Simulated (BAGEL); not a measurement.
# HF/3-21G (density fitting with qzvpp-jkfit) run of C2H2F4 (norflurane)

Aim: the vertical ionisation energy of C2H2F4 (norflurane) at HF/3-21G (density fitting with qzvpp-jkfit), from 2 runs. 

The results are computed with BAGEL 1.2.2.

9 further runs of the same task are left out: 7 that didn't finish, 2 set aside as unsound or not needed. Runs told in other sessions of the task aren't counted.

## 1. The structure to begin with

C2H2F4: 8 atoms, total charge 0, spin state singlet. As SMILES, `FCC(F)(F)F`. Geometry: relaxed at PBE0-D4/def2-TZVP.

Bond lengths: F1–C2 1.364 Å, C2–C3 1.514 Å, C3–F4 1.332 Å, C3–F5 1.339 Å, C3–F6 1.332 Å, C2–H7 1.092 Å, C2–H8 1.092 Å. Some angles: F1–C2–C3 109.8°, C2–C3–F4 111.9°, C2–C3–F5 108.9°, C2–C3–F6 111.9°, F4–C3–F5 108.1°, F4–C3–F6 107.9°, F5–C3–F6 108.1°, F1–C2–H7 109.7°, F1–C2–H8 109.7°, C3–C2–H7 108.6°.

## 2. A single-point energy at HF/3-21G (density fitting with qzvpp-jkfit)

input.json

```json
{ "bagel" : [

{
  "title" : "molecule",
  "basis" : "3-21g",
  "df_basis" : "qzvpp-jkfit",
  "angstrom" : true,
  "geometry" : [
    { "atom" : "F", "xyz" : [   -0.224600,   -1.506500,    0.915200 ] },
    { "atom" : "C", "xyz" : [   -0.211200,   -0.737800,   -0.211700 ] },
    { "atom" : "C", "xyz" : [    0.211200,    0.674300,    0.135500 ] },
    { "atom" : "F", "xyz" : [    1.434400,    0.711300,    0.662400 ] },
    { "atom" : "F", "xyz" : [    0.217100,    1.411800,   -0.982100 ] },
    { "atom" : "F", "xyz" : [   -0.624600,    1.243600,    1.002900 ] },
    { "atom" : "H", "xyz" : [    0.502000,   -1.148600,   -0.930100 ] },
    { "atom" : "H", "xyz" : [   -1.212300,   -0.705100,   -0.647900 ] }
  ]
},
{ "title" : "hf" },
{ "title" : "print", "file" : "orbitals.molden", "orbitals" : true }

]}
```

Run with:

```sh
$ BAGEL_NUM_THREADS=1 BAGEL input.json > input.out
```

What it wrote:

```text
* using 1 threads per process

  ===============================================================
  ===============================================================

  *** Geometry ***

  { "atom" : "F", "xyz" : [     -0.424432,     -2.846872,      1.729477 ] },
  { "atom" : "C", "xyz" : [     -0.399110,     -1.394240,     -0.400055 ] },
  { "atom" : "C", "xyz" : [      0.399110,      1.274242,      0.256058 ] },
  { "atom" : "F", "xyz" : [      2.710623,      1.344162,      1.251755 ] },
  { "atom" : "F", "xyz" : [      0.410260,      2.667915,     -1.855900 ] },
  { "atom" : "F", "xyz" : [     -1.180323,      2.350063,      1.895206 ] },
  { "atom" : "H", "xyz" : [      0.948643,     -2.170539,     -1.757634 ] },
  { "atom" : "H", "xyz" : [     -2.290915,     -1.332446,     -1.224354 ] },

  Number of auxiliary basis functions:      494

  Since a DF basis is specified, we compute 2- and 3-index integrals:
    o Being stored without compression. Storage requirement is 0.013 GB

  Number of basis functions:       58
  Number of electrons      :       50

    * METHOD: MOLECULE                             0.20

  *** RHF ***

  === Nuclear Repulsion ===
   273.0399609871

      * DIIS with orbital gradients will be used.

  === RHF iteration (3-21g) ===
      0       -471.84292273          0.03089170           0.06
      1       -472.01434773          0.01859863           0.06
      2       -472.08648583          0.00149646           0.06
      3       -472.08764045          0.00027908           0.05
      4       -472.08768527          0.00011082           0.06
      5       -472.08769063          0.00002714           0.06
      6       -472.08769098          0.00000787           0.06
      7       -472.08769100          0.00000178           0.06
      8       -472.08769100          0.00000047           0.06
      9       -472.08769100          0.00000020           0.06
     10       -472.08769100          0.00000005           0.06
     11       -472.08769100          0.00000002           0.06
     12       -472.08769100          0.00000001           0.06
    * SCF iteration converged.

    * Permanent dipole moment:
           (    0.245104,     0.411244,     0.842148) a.u.

    * METHOD: HF                                   0.86

    * METHOD: PRINT                                0.01

  ===============================================================
```

Wall time 1.2 s (1 thread of Arm Neoverse V1, shared host).

## 3. The doublet cation

Changes to input.json since step 2:

```diff
@@ -6,3 +6,3 @@
   "df_basis" : "qzvpp-jkfit",
-  "angstrom" : true,
+  "angstrom" : "true",
   "geometry" : [
@@ -18,4 +18,4 @@
 },
-{ "title" : "hf" },
-{ "title" : "print", "file" : "orbitals.molden", "orbitals" : true }
+{ "title" : "uhf", "charge" : 1, "nopen" : 1 },
+{ "title" : "print", "file" : "orbitals.molden", "orbitals" : "true" }
```

Run with:

```sh
$ BAGEL_NUM_THREADS=1 BAGEL input.json > input.out
```

What it wrote:

```text
* using 1 threads per process

  ===============================================================
  ===============================================================

  *** Geometry ***

  { "atom" : "F", "xyz" : [     -0.424432,     -2.846872,      1.729477 ] },
  { "atom" : "C", "xyz" : [     -0.399110,     -1.394240,     -0.400055 ] },
  { "atom" : "C", "xyz" : [      0.399110,      1.274242,      0.256058 ] },
  { "atom" : "F", "xyz" : [      2.710623,      1.344162,      1.251755 ] },
  { "atom" : "F", "xyz" : [      0.410260,      2.667915,     -1.855900 ] },
  { "atom" : "F", "xyz" : [     -1.180323,      2.350063,      1.895206 ] },
  { "atom" : "H", "xyz" : [      0.948643,     -2.170539,     -1.757634 ] },
  { "atom" : "H", "xyz" : [     -2.290915,     -1.332446,     -1.224354 ] },

  Number of auxiliary basis functions:      494

  Since a DF basis is specified, we compute 2- and 3-index integrals:
    o Being stored without compression. Storage requirement is 0.013 GB

  Number of basis functions:       58
  Number of electrons      :       50

    * METHOD: MOLECULE                             0.20

  *** Open-shell HF ***

  === Nuclear Repulsion ===
   273.0399609871

      * DIIS with orbital gradients will be used.

  === UHF iteration (3-21g) ===
      0       -471.24087597          0.06872849           0.11
      1       -471.43330142          0.05238190           0.11
      2       -471.51169948          0.03616421           0.11
      3       -471.58147784          0.00228726           0.11
      4       -471.58259698          0.00131998           0.11
      5       -471.58381141          0.00156337           0.11
      6       -471.58414493          0.00154751           0.11
      7       -471.58478679          0.00156507           0.11
      8       -471.57668244          0.00308945           0.11
      9       -471.58590511          0.00216407           0.11
     10       -471.58800129          0.00217955           0.11
     11       -471.58409725          0.00208606           0.10
     12       -471.58767831          0.00231269           0.11
     13       -471.58950255          0.00221879           0.11
     14       -471.56650679          0.00835337           0.11
     15       -471.58379381          0.00256195           0.11
     16       -471.58470356          0.00245158           0.11
     17       -471.58501167          0.00250836           0.11
     18       -471.58422626          0.00249969           0.11
     19       -471.58593731          0.00224763           0.11
     20       -471.58997627          0.00187041           0.11
     21       -471.58550029          0.00151774           0.11
     22       -471.58260612          0.00162924           0.11
     23       -471.57950382          0.00226587           0.11
     24       -471.58559863          0.00212098           0.11
     25       -471.59012988          0.00231279           0.11
     26       -471.59106639          0.00212931           0.11
     27       -471.59123323          0.00207441           0.11
     28       -471.59516422          0.00192667           0.11
     29       -471.57707048          0.00399575           0.11
     30       -471.59889928          0.00166270           0.11
     31       -471.59722150          0.00383018           0.11
     32       -471.60015952          0.00177823           0.11
     33       -471.60048265          0.00185542           0.11
     34       -471.60115066          0.00084586           0.11
     35       -471.60129061          0.00007852           0.10
     36       -471.60129553          0.00006942           0.11
     37       -471.60129852          0.00002576           0.11
     38       -471.60129904          0.00002321           0.11
     39       -471.60129924          0.00000346           0.11
     40       -471.60129927          0.00000144           0.11
     41       -471.60129929          0.00000052           0.11
     42       -471.60129929          0.00000037           0.11
     43       -471.60129929          0.00000032           0.11
     44       -471.60129929          0.00000030           0.11
     45       -471.60129929          0.00000030           0.11
     46       -471.60129929          0.00000030           0.11
     47       -471.60129929          0.00000030           0.11
     48       -471.60129929          0.00000030           0.11
     49       -471.60129929          0.00000030           0.11
     50       -471.60129929          0.00000030           0.11
     51       -471.60129929          0.00000030           0.11
     52       -471.60129929          0.00000030           0.11
     53       -471.60129929          0.00000030           0.11
     54       -471.60129929          0.00000030           0.11
     55       -471.60129929          0.00000029           0.11
     56       -471.60129929          0.00000028           0.11
     57       -471.60129929          0.00000027           0.11
     58       -471.60129929          0.00000020           0.11
     59       -471.60129929          0.00000009           0.11
     60       -471.60129929          0.00000004           0.11
     61       -471.60129929          0.00000002           0.11
     62       -471.60129929          0.00000001           0.11
     63       -471.60129929          0.00000001           0.11
    * SCF iteration converged.

    * S^2 (UHF) is 0.7585

    * Permanent dipole moment:
           (    0.780550,     2.618759,     0.626746) a.u.

    * METHOD: UHF                                  7.23

    * METHOD: PRINT                                0.01

  ===============================================================
```

It took 7.8 s on 1 thread of Arm Neoverse V1, shared host.

## 4. Results

Level: HF/3-21G (density fitting with qzvpp-jkfit).

| quantity | value |
| --- | --- |
| singlet C2H2F4: total energy | -472.08769 Eh |
| singlet C2H2F4: dipole moment | 2.46 D |
| singlet C2H2F4: HOMO energy | -14.76 eV |
| singlet C2H2F4: LUMO energy | 6.76 eV |
| singlet C2H2F4: HOMO–LUMO gap | 21.52 eV |
| doublet cation: total energy | -471.60130 Eh |
| doublet cation: ⟨S²⟩ | 0.758 |
| vertical ionisation energy (to the doublet cation) | 13.235 eV |

In words: Removing an electron at fixed nuclei costs 13.24 eV (1277 kJ/mol). −ε(HOMO) before ionisation, 14.76 eV, is 1.52 eV above this ionisation energy.
